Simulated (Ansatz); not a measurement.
How the LA phonon frequency at L of zinc-blende GaN (metastable phase) moves with the method

No measured value is used here.

```csv
level (code),value (cm⁻¹),cell (Å³/atom)
LDA (Ansatz),341,11.05
PBE (Ansatz),…,11.76
r²SCAN (Ansatz),342,11.37
```

Task: Complete the blanks.

Result: 
- PBE (Ansatz, an electronic-structure program), value (cm⁻¹): 325

Each level is taken at its own relaxed cell. Cutoffs differ between the levels. Ansatz's density-functional and Hartree–Fock values are scalar-relativistic unless marked +SOC, with PAW data made under PBE.
